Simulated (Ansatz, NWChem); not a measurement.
# OH (SMILES [OH]): methods side by side

OH has 2 atoms, charge 0, and is taken as a doublet. As SMILES, `[OH]`. Geometry: relaxed at PBE0-D4/def2-TZVP. The run starts from this shape.

```xyz
2

O     0.0000    0.0000    0.1081
H     0.0000    0.0000   -0.8650
```

Quantity: the adiabatic ionisation energy (to the singlet cation, no zero-point term), in eV. The values are calculated.

```tsv
level	kind	program	value (eV)
UHF/6-31G* (spherical functions)	Hartree–Fock	NWChem	15.02
UHF/6-31G* (Cartesian functions)	Hartree–Fock	Ansatz	12.44
UB3LYP/6-31G* (Cartesian functions)	global hybrid	Ansatz	13.76
UMP2/6-31G* (Cartesian functions)	perturbation theory	Ansatz	13.57
```

The values span 12.44 to 15.02 eV. Spin contamination of the reference (⟨S²⟩ at least 0.1 too high) touches UHF/6-31G*, UB3LYP/6-31G*, UMP2/6-31G*.
